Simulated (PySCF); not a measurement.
**Vibration and rotation of SiH⁻**

UHF-CCSD(T) constants of SiH⁻, ³Σ⁻ (triplet), unpaired electrons π ↑↑ (Si aug-pcseg-1, H aug-pcseg-1; no relativity (PySCF 2.14); masses 27.9769 and 1.0078 u):

```
ωe              : 1855.2 cm⁻¹
ωexe            : 44.9 cm⁻¹
Be              : 7.1402 cm⁻¹
αe              : 0.256 cm⁻¹
D (centrifugal) : 0.000423 cm⁻¹
De to Si⁻ + H   : 2.77 eV
```

**Question.** Give the vibrational terms G(v) and spacings up to v = 5.

**Answer.** G(v) = ωe(v+½) − ωexe(v+½)².

```json
{"v": "0", "G(v) (cm⁻¹)": "916", "G(v) − G(v−1)": "", "Bv (cm⁻¹)": "7.012"}
{"v": "1", "G(v) (cm⁻¹)": "2682", "G(v) − G(v−1)": "1765", "Bv (cm⁻¹)": "6.756"}
{"v": "2", "G(v) (cm⁻¹)": "4357", "G(v) − G(v−1)": "1676", "Bv (cm⁻¹)": "6.500"}
{"v": "3", "G(v) (cm⁻¹)": "5943", "G(v) − G(v−1)": "1586", "Bv (cm⁻¹)": "6.244"}
{"v": "4", "G(v) (cm⁻¹)": "7439", "G(v) − G(v−1)": "1496", "Bv (cm⁻¹)": "5.988"}
{"v": "5", "G(v) (cm⁻¹)": "8845", "G(v) − G(v−1)": "1406", "Bv (cm⁻¹)": "5.732"}
```

**Question.** How well does the Morse estimate ωe²/(4ωexe) reproduce De, and what is D0?

**Answer.** It gives 2.38 eV, 86 % of the computed De. D0 = De − G(0) = 2.77 − 0.11 = 2.66 eV.

Correlated steps freeze 5 core orbitals. Correlated levels converge slowly with the basis: in double zeta they bind strong bonds too weakly, by up to about 1 eV, and carry superposition errors of some tenths. For an ion De counts to the pair picked by the measured ionisation energies or electron affinities, which need not be the lowest pair at this level. The state was picked by a PBE0 search and need not be the measured ground state.
